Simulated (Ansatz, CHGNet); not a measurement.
For zinc-blende InAs, the machine-learned potential CHGNet-r²SCAN (trained on r²SCAN data) gives:

```
Quantity                           Result
-------------------------------  --------
equilibrium lattice constant a    6.111 Å
zone-centre TO phonon frequency  140 cm⁻¹
```

What does PBE0 in Ansatz (PAW) give for the same quantities?


- lattice constant a: 6.101 Å (decreases by 0.2 %)
- zone-centre TO phonon frequency: 215 cm⁻¹ (goes up by 54 %)

For comparison: lattice constant a 6.047 Å (measured, static lattice: zero-point anharmonic expansion removed; as tabulated in Mejia-Rodriguez and Trickey (2018), arXiv:1807.09216); zone-centre TO phonon frequency 217 cm⁻¹ (measured, room temperature, no zero-point or thermal correction; as tabulated in arXiv:1704.04770).

Changes are worked out from the printed values.

Unless a cell is named, each level is at its own relaxed cell (CHGNet-r²SCAN 28.53, PBE0 28.39 Å³/atom).

Ansatz's density-functional and Hartree–Fock values are scalar-relativistic unless marked +SOC, with PAW data made under PBE.

Ansatz is a quantum-chemistry and plane-wave program.
